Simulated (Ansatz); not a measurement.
**What a trial cell of NaTi₂ relaxes into**

Method: DFT PBE, scalar-relativistic, plane waves, PAW in Ansatz 0.2.0.

NaTi₂ was placed on the AlB2 structure type (P6/mmm, No. 191), with Na in place of Al, Ti in place of B, at a guessed volume.

The final relaxation ran on this input, with the default PAW datasets:

```yaml
crystal:
  lattice:
    - [5.1618703581, 0.0, 0.0]
    - [-2.580935179, 4.4703108611, 0.0]
    - [0.0, 0.0, 2.6157921271]
  atoms:
    - { symbol: Na, position: [0.0, 0.0, 0.0] }
    - { symbol: Ti, position: [0.3333333333, 0.6666666667, 0.5] }
    - { symbol: Ti, position: [0.6666666667, 0.3333333333, 0.5] }
basis:
  ecutwfc: 420
kpoints:
  mp_grid: { grid: [12, 12, 18] }
hamiltonian:
  xc: pbe
scf:
  occupations: { method: gaussian, width: 0.1 }
output:
  forces: true
  stress: true
  eigenvalues: true
  write_density: true
  write_potential: true
  elf: true
  volumetric_format: npy
relax:
  adjacent_minimum: "off"
  f_tol: 0.01
  max_steps: 80
  cell: { stress_tol: 0.05 }
```

Launched as:

```bash
ansatz run input.yaml --threads 1 --pin off --max-ram 2560MiB --backend cpu --events-out ev --progress --plain --runs-dir out
```

It took 61 s on 1 thread of Intel(R) Xeon(R) 6975P-C (Granite Rapids) (shared host), peak memory 0.52 GiB.

End of the output:

```
SCF converged after 6 iterations
Free energy (F): -6483.464586 eV
Harris-Foulkes:  -6483.464586 eV  (|F-HF|=4.55e-12)
Internal energy: -6483.446839 eV  (E = F + TS)
E sigma→0 (E₀):  -6483.455712 eV
Entropy (-TS):   -0.017748 eV (-5.916 meV/atom)
Fermi energy:    8.891966 eV
--- Per-component energies (eV) ---
  E_band       = -586.140985
  E_kinetic    = 664.094913
  E_local      = -3132.265326  (includes V_loc(G=0)·N_el)
  E_nonlocal   = 135.164391
  E_hartree    = 1210.677585
  E_xc         = -232.016707
  E_vxc        = -291.419949  (∫ρ·V_xc dr)
  E_paw        = -2359.427409  (= ΣΔE_a)
  E_vpaw       = -383.070420  (= ΣTr[D̂ρ^β])
  E_aug_tail   = 0.000228  (compensation charges beyond the density's cutoff)
  E_ewald      = -2769.674515
  E_smearing   = -0.017748  (= −TS)
  E_closure    =  0.000000  (closes the sum)
  Σ components = -6483.464586   (vs F -6483.464586, Δ=0.00e0)
--- Forces (eV/Å), atoms counted from 1 ---
  atom   1  Na     0.00000000     0.00000000     0.00000000
  atom   2  Ti     0.00000000     0.00000000     0.00000000
  atom   3  Ti     0.00000000     0.00000000     0.00000000
  max |Σ_I F_I| component: 6.48e-17 eV/Å
--- Stress (GPa, compression-positive) ---
       -0.001382       0.000000       0.000000
        0.000000      -0.001382       0.000000
        0.000000       0.000000       0.005190
  P = ⅓ Tr σ = 0.0008 GPa (0.008 kbar)
--- Relaxed structure (5 steps of the walk, 5 accepted, 1 SCFs on fresh bases) ---
  F+E_penalty+E_count = -6483.46458628 eV   max|allowed force component| = 9.869e-17 eV/Å   (the final SCF, on the basis selected at the relaxed cell)
  cell:  # Å, volume = 60.0840 Å³
    - [5.225446, 0.000000, 0.000000]
    - [-2.612723, 4.525369, 0.000000]
    - [0.000000, 0.000000, 2.540866]
  atoms:
    - { symbol: Na, position: [0.000000, 0.000000, 0.000000] }
    - { symbol: Ti, position: [0.333333, 0.666667, 0.5] }
    - { symbol: Ti, position: [0.666667, 0.333333, 0.5] }
```

Total energies depend on the potentials used, so only differences within one code and one set of settings carry meaning.

The result has space group P6/mmm (No. 191). Na is coordinated by 2 Na at 2.54 Å and 12 Ti at 3.27 Å; around Ti lie 2 Ti at 2.54 Å, 3 Ti at 3.02 Å and 6 Na at 3.27 Å.

Against the elements it lies at 0.76 eV/atom. The zero of energy is the elements' standard structures at the same level; no fitted shifts are applied.

The k mesh leaves about 4 meV/atom of noise in metals.

Symmetry constrained the relaxation, so the result can be a saddle point.